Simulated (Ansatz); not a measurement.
# C₂H₂F₂: small, medium and large basis sets

An exercise on one series of results from a longer session: the logs are not shown, and one member is left open.

Computed with Ansatz 0.2.0, Gaussian basis. Level: one geometry, several basis sets.

Levels to be run: PBE0-D4/def2-SVP; ωB97M-V/def2-SVP; PBE0-D4/def2-QZVPP; ωB97M-V/def2-QZVPP; the functionals' def2-TZVPP values are taken from earlier runs.

## The relaxed structure

An earlier PBE0-D4 in a triple-zeta def2 set relaxation fixed the geometry.

SMILES `F/C=C/F`, 6 atoms, charge 0, spin multiplicity 1.

Atoms are counted from 1 here; the program's logs count them from 0.

Bond lengths: F1–C2 1.335 Å, C2–C3 1.319 Å, C2–H5 1.083 Å, C3–F4 1.335 Å, C3–H6 1.083 Å. Angles: F1–C2–C3 120.4°, F1–C2–H5 114.7°, C3–C2–H5 124.9°, C2–C3–F4 120.4°, C2–C3–H6 124.9°, F4–C3–H6 114.7°.

Set-up of the first run:

Contents of in.yaml:

```yaml
crystal:
  periodic: [false, false, false]
  atoms:
    - {symbol: F, position_ang: [-1.017033, -0.026118, -1.442122]}
    - {symbol: C, position_ang: [0.066246, 0.019101, -0.663972]}
    - {symbol: C, position_ang: [-0.052207, -0.040589, 0.648566]}
    - {symbol: F, position_ang: [1.031067, 0.004831, 1.426714]}
    - {symbol: H, position_ang: [1.003743, 0.105886, -1.198453]}
    - {symbol: H, position_ang: [-0.989716, -0.127112, 1.183068]}
basis:
  gaussian: {orbitals: def2-SVP}
hamiltonian: {xc: pbe0, dispersion: d4}
output: {orbitals: {seedname: orbitals}}
```

On the command line:

```bash
ansatz run in.yaml --threads 4 --pin off --events-out ev --progress --plain --max-ram 10444MiB
```

Steps of the session up to this table: PBE0-D4 in def2-SVP; ωB97M-V in def2-SVP; PBE0-D4 in def2-QZVPP; ωB97M-V in def2-QZVPP.

One table of the session follows, with a row left open; its other results are not shown here.

```
functional       basis  HOMO (eV)  LUMO (eV)
   PBE0-D4    def2-SVP      -7.43       0.54
   PBE0-D4  def2-TZVPP      -7.56       0.27
   PBE0-D4  def2-QZVPP      -7.60       0.15
   ωB97M-V    def2-SVP      -9.70       2.86
   ωB97M-V  def2-TZVPP          ?          ?
   ωB97M-V  def2-QZVPP      -9.90       2.25
```

Estimate the missing values for ωB97M-V, def2-TZVPP.

The run gave: HOMO (eV): -9.85; LUMO (eV): 2.47. In the column «HOMO (eV)» it lies between ωB97M-V, def2-QZVPP (-9.90) and ωB97M-V, def2-SVP (-9.70).
